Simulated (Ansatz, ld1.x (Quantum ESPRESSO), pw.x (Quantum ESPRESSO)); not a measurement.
## Cd (bcc): variants of one TM potential in the solid

Cd, norm-conserving Troullier–Martins (Kleinman–Bylander form), made with ld1.x (Quantum ESPRESSO) 7.5 (PBEsol, scalar-relativistic). Core [Kr], reference 4d10 5s2 5p0. Waves: 5p (bound, empty): rc 2.70 bohr; 4d (bound): rc 1.60 bohr; 5s (bound): rc 1.70 bohr. Local part: the s channel. Core correction: Bessel-smoothed model core inside 1.40 bohr.

Crystal test: bcc Cd in pw.x 7.5, no spin, 13³ k-points, Fermi–Dirac smearing 0.01 Ry, cutoffs set for each file from its atomic test. The reference is all-electron LAPW (Ansatz 0.2.0) with the same functional, mesh and smearing; V0 and B0 come from Birch–Murnaghan fits to the pressures at five volumes. Errors are pseudo minus all-electron; Δ is the rms difference of the E(V) curves that follow from these fits, minima aligned, over ±6 % about the mean V0. Mesh and smearing are coarse, so the numbers serve the comparison and aren't converged zero-temperature values; the lattice is a test structure that the element need not adopt.

All-electron: a0 = 3.496 Å (V0 = 21.36 Å³/atom), B0 = 53.6 GPa.

Base: This is a poor potential for the solid.

| change | cutoffs (Ry) | pw.x | a0 (Å) | a0 error (%) | B0 error (%) | Δ (meV/atom) | mean pressure error (GPa) |
| --- | --- | --- | --- | --- | --- | --- | --- |
| base | 145/580 | converged | 3.521 | +0.71 | -2.4 | 5.3 | +1.23 |
| all radii but the core radius scaled by about 1.38 (s 2.34, p 3.72, d 2.20 bohr) | 110/440 | converged | 3.531 | +1.02 | -2.1 | 7.7 | +1.84 |
| wave 5p (bound): rc 2.70 bohr becomes 5p (bound): rc 4.08 bohr | 145/580 | converged | 3.529 | +0.94 | -0.7 | 7.2 | +1.73 |
| core correction Bessel-smoothed model core inside 1.14 bohr | 145/580 | converged | 3.520 | +0.71 | -2.4 | 5.3 | +1.23 |
| wave 4d (bound): rc 1.60 bohr becomes 4d (bound): rc 1.56 bohr | 145/580 | converged | 3.520 | +0.70 | -2.3 | 5.3 | +1.22 |

**Question.** Give the row for: local potential all-electron potential smoothed inside 2.35 bohr (lloc = -2).

**Answer.** pw.x: converged; mean pressure error (GPa): +1.02; a0 (Å): 3.516; a0 error (%): +0.59; B0 error (%): -2.1; Δ (meV/atom): 4.5.
